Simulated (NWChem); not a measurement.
**NH (imidogen) at UB3LYP/cc-pVDZ**

Aim: the vertical ionisation energy of NH (imidogen) at UB3LYP/cc-pVDZ, from 2 runs. 

Program for the calculation: NWChem 7.3.0.

8 further runs of the same task are left out: 8 set aside as unsound or not needed.

## 1. The molecule

NH has 2 atoms, charge 0, and is taken as a triplet. SMILES: `[NH]`. The bond length is the measured one.

Bond lengths: N1–H2 1.036 Å.

## 2. A single-point energy at UB3LYP/cc-pVDZ

nw.nw

```
start nw
memory stack 880 mb heap 220 mb global 1100 mb
charge 0
geometry units bohr noautosym nocenter noautoz
N      0.00000000     0.00000000     0.00000000
H      0.00000000     0.00000000     1.95815311
end
basis spherical bse
* library cc-pVDZ
end
dft
xc b3lyp
mult 3
grid fine
convergence energy 1e-08
maxiter 100
mulliken
noprint "final vectors analysis"
end
task dft energy
```

On the command line:

```sh
$ nwchem nw.nw > nw.out
```

The log of the run:

```text
[...]
          Wavefunction type:  spin polarized.
          No. of atoms     :     2
          No. of electrons :     8
[...]
          Charge           :     0
          Spin multiplicity:     3
[...]
          AO basis - number of functions:    19
[...]
              XC Information
              --------------
                         B3LYP Method XC Potential
                     Hartree-Fock (Exact) Exchange  0.200
                        Slater Exchange Functional  0.800 local
                    Becke 1988 Exchange Functional  0.720 non-local
              Lee-Yang-Parr Correlation Functional  0.810
                  VWN I RPA Correlation Functional  0.190 local
[...]
 d= 0,ls=0.0,diis     1    -55.2019218132 -5.88D+01  1.22D-02  5.80D-02     0.3
[...]
 d= 0,ls=0.0,diis     8    -55.2230840280 -1.05D-09  1.20D-06  1.92D-10     1.1
[...]
         Total DFT energy =      -55.223084028015
      One electron energy =      -81.712259421164
           Coulomb energy =       30.120212432289
    Exchange-Corr. energy =       -7.205834109017
 Nuclear repulsion energy =        3.574797069878
[...]
      Total Density - Mulliken Population Analysis
     ---------------------------------------------
    Atom       Charge   Shell Charges
 -----------   ------   -------------------------------------------------------
    1 N    7     7.11   2.01  0.87  0.98  2.03  1.22  0.01
    2 H    1     0.89   0.73  0.11  0.05
[...]
      <S2> =      2.0048 (Exact =     2.0000)
[...]
```

Run time: 1.9 s. Hardware: 1 thread of Intel Xeon Platinum 8375C at 2.90GHz (Ice Lake), shared host; peak memory 0.1 GiB.

## 3. The doublet cation

hn.nw

```
echo
start hn
title "HN energy"
memory 2200 mb
charge 1
geometry noautosym nocenter noautoz
  N      0.000000     0.000000     0.000000
  H      0.000000     0.000000     1.036210
end
basis spherical bse
  * library cc-pVDZ
end
dft
  xc b3lyp
  mult 2
  grid fine
  convergence energy 1e-08
  maxiter 100
  mulliken
  noprint "final vectors analysis"
end
task dft energy
```

On the command line:

```sh
$ nwchem hn.nw > hn.out
```

The log of the run:

```text
[...]
          Wavefunction type:  spin polarized.
          No. of atoms     :     2
          No. of electrons :     7
[...]
          Charge           :     1
          Spin multiplicity:     2
[...]
          AO basis - number of functions:    19
[...]
              XC Information
              --------------
                         B3LYP Method XC Potential
                     Hartree-Fock (Exact) Exchange  0.200
                        Slater Exchange Functional  0.800 local
                    Becke 1988 Exchange Functional  0.720 non-local
              Lee-Yang-Parr Correlation Functional  0.810
                  VWN I RPA Correlation Functional  0.190 local
[...]
 d= 0,ls=0.0,diis     1    -54.7035974688 -5.83D+01  1.13D-02  6.33D-02     0.2
[...]
 d= 0,ls=0.0,diis     8    -54.7266272405 -5.37D-11  3.16D-07  1.88D-12     1.2
[...]
         Total DFT energy =      -54.726627240464
      One electron energy =      -77.631101129877
           Coulomb energy =       26.122513177504
    Exchange-Corr. energy =       -6.792836619711
 Nuclear repulsion energy =        3.574797331620
[...]
      Total Density - Mulliken Population Analysis
     ---------------------------------------------
    Atom       Charge   Shell Charges
 -----------   ------   -------------------------------------------------------
    1 N    7     6.30   2.01  1.01  0.87  1.74  0.66  0.01
    2 H    1     0.70   0.65  0.00  0.05
[...]
      <S2> =      0.7520 (Exact =     0.7500)
[...]
```

Run time: 1.9 s. Hardware: 1 thread of Intel Xeon Platinum 8375C at 2.90GHz (Ice Lake), shared host; peak memory 0.1 GiB.

## 4. Results

Level: UB3LYP/cc-pVDZ.

| quantity | value |
| --- | --- |
| triplet NH: total energy | -55.22308 Eh |
| triplet NH: dipole moment | 1.51 D |
| triplet NH: ⟨S²⟩ | 2.005 |
| doublet cation: total energy | -54.72663 Eh |
| doublet cation: ⟨S²⟩ | 0.752 |
| vertical ionisation energy (to the doublet cation) | 13.509 eV |

The vertical ionisation energy comes to 13.51 eV (312 kcal/mol).
